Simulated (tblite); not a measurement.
Species: C6H9 (doublet state).
Atom-mapped SMILES: `[CH2:1]=[C:2][CH2:3][C:4](=[CH2:5])[CH3:6]` (hydrogens: H7, H8 on C1; H9, H10 on C3; H11, H12 on C5; H13, H14, H15 on C6)

Cartesian coordinates in Å at the GFN2-xTB level; atoms count from 1:
```xyz
15
C6H9 angstrom
C      2.2913    0.2387   -0.2673
C      1.5878   -0.2573    0.6977
C      0.2337   -0.6388    1.0880
C     -0.7475   -0.2397    0.0052
C     -1.1561   -1.1017   -0.9125
C     -1.1641    1.1972    0.0261
H      1.8844    0.5434   -1.2348
H      3.3592    0.3805   -0.1763
H     -0.0257   -0.1430    2.0285
H      0.2011   -1.7195    1.2491
H     -1.8286   -0.8118   -1.7028
H     -0.8398   -2.1310   -0.9109
H     -1.7680    1.4436   -0.8438
H     -0.2863    1.8416    0.0432
H     -1.7458    1.4059    0.9246
```

All values are computed: GFN2-xTB (tblite) harmonic vibrations without scaling, gas phase. Errors from tens to a few hundred cm⁻¹ against measured bands are possible. One conformer, not necessarily the lowest. Open shells enter through the occupations alone, without spin polarisation, and single modes of such species can be off by tens of per cent.

Harmonic wavenumbers (cm⁻¹): 60.8, 116.9, 129.8, 149.3, 314.3, 370.7, 415.6, 433.9, 526.1, 698.1, 841.0, 856.5, 882.9, 920.5, 936.5, 966.4, 995.0, 1030.2, 1044.8, 1146.0, 1250.8, 1259.5, 1378.5, 1397.1, 1418.1, 1438.3, 1478.3, 1486.3, 1713.0, 1809.7, 2850.2, 2935.5, 2958.4, 2995.5, 3019.3, 3036.8, 3040.8, 3097.7, 3122.3.

A = 5428, B = 2535, C = 2352 MHz; mass 81.070 u (most abundant isotopes); point group C1, symmetry number 1; spin multiplicity 2.

Problem. What is the zero-point energy?

Solution. ½Σν̃ = 27261 cm⁻¹ = 326.11 kJ/mol.

Problem. Entropy at 500 K, 1 bar (ideal gas, RRHO, classical rotation)?

Solution. Translation 174.42, rotation 118.16, vibration 141.81, spin (R ln 2) 5.76: S = 440.1 J/(mol K).

Problem. And Cp and H(500 K) − H(0)?

Solution. Cp = 178.88 J/(mol K), of which vibrations give 145.62 (their classical limit is 39 R = 324.3); H(500 K) − H(0) = 53.56 kJ/mol without the zero-point energy, 36.93 from vibrations.

Problem. How do the functions run with temperature in this model?

Solution. 
| T (K) | S (J/(mol K)) | Cp (J/(mol K)) | H − H(0) (kJ/mol) | G − H(0) (kJ/mol) | ln q(vib) |
| --- | --- | --- | --- | --- | --- |
| 100 | 268.1 | 64.4 | 4.77 | -22.04 | 1.06 |
| 200 | 321.1 | 91.8 | 12.58 | -51.64 | 2.84 |
| 300 | 363.9 | 122.0 | 23.24 | -85.94 | 4.62 |
| 800 | 537.8 | 236.6 | 116.60 | -313.67 | 13.40 |
| 1000 | 593.6 | 262.6 | 166.65 | -426.92 | 16.69 |

q(vib) and H(0) count from the zero-point level.

Problem. What must be added to the electronic energy to get the Gibbs energy at 500 K and 1 bar?

Solution. ZPE + [H(500 K) − H(0)] − T·S = 326.11 + 53.56 − 220.07 = 159.60 kJ/mol.

Hindered rotation and anharmonicity are outside this model. Other conformers, if any are populated, would add a mixing term that is left out. The structure is chiral; the term R ln 2 for an equal mix with its mirror image is left out.
